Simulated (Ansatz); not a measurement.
in.yaml

```yaml
crystal:
  periodic: [false, false, false]
  atoms:
    - {symbol: Hf, position_ang: [0.000000, -0.152817, 0.000000]}
    - {symbol: O, position_ang: [0.000000, 0.916373, -1.627576]}
    - {symbol: O, position_ang: [0.000000, 0.916373, 1.627576]}
    - {symbol: H, position_ang: [0.000000, -2.030441, 0.000000]}
basis:
  gaussian: {orbitals: def2-SVP}
magnetization: {spin_polarized: true, initial_magnetization: 3}
correlation: {method: ccsdt_q, electrons: outside_noble_gas}
```

```sh
$ ansatz run in.yaml --threads 2 --pin off --events-out ev --progress --plain --max-ram 16896MiB --backend cuda --devices 0, --max-vram 18GiB
```

The program prints:

```
1176 factors; integrals over basis functions are off by at most 2.2e-7 eV
mean field evaluation 1: about -5365.9857 eV, gradient 3.4e1 eV
mean field evaluation 2: about -5366.0614 eV, gradient 3.4e1 eV
mean field evaluation 4: about -5372.9690 eV, gradient 4.7e0 eV
mean field evaluation 8: about -5373.1830 eV, gradient 3.2e0 eV
mean field evaluation 16: about -5376.9090 eV, gradient 3.8e-2 eV
mean field evaluation 32: about -5373.0340 eV, gradient 1.4e0 eV
mean field evaluation 64: about -5373.1051 eV, gradient 1.2e-5 eV
mean field evaluation 96: about -5376.7361 eV, gradient 5.4e-1 eV
mean field evaluation 128: about -5376.8795 eV, gradient 1.3e-1 eV
mean field evaluation 160: about -5373.8033 eV, gradient 2.1e1 eV
...
cycle  36  -10.98135370 eV  change   -9.5e-6 eV  update   1.0e-5
cycle  37  -10.98135387 eV  change   -1.7e-7 eV  update   9.0e-6
cycle  38  -10.98135376 eV  change    1.1e-7 eV  update   7.7e-6
cycle  39  -10.98135844 eV  change   -4.7e-6 eV  update   6.8e-6
cycle  40  -10.98135954 eV  change   -1.1e-6 eV  update   5.9e-6
cycle  41  -10.98136336 eV  change   -3.8e-6 eV  update   4.9e-6
cycle  42  -10.98136616 eV  change   -2.8e-6 eV  update   4.0e-6
cycle  43  -10.98136939 eV  change   -3.2e-6 eV  update   3.1e-6
cycle  44  -10.98137213 eV  change   -2.7e-6 eV  update   2.3e-6
cycle  45  -10.98137219 eV  change   -5.6e-8 eV  update   1.8e-6
perturbative correction -0.03901461 eV, -0.0014337604 hartree
Total energy: -5387.92940980 eV, -198.0027537403 hartree
```

Ran on 2 threads of AMD EPYC 7R13 with a shared H100 80 GB, shared host: 27 s wall, 0.95 GiB peak host memory.
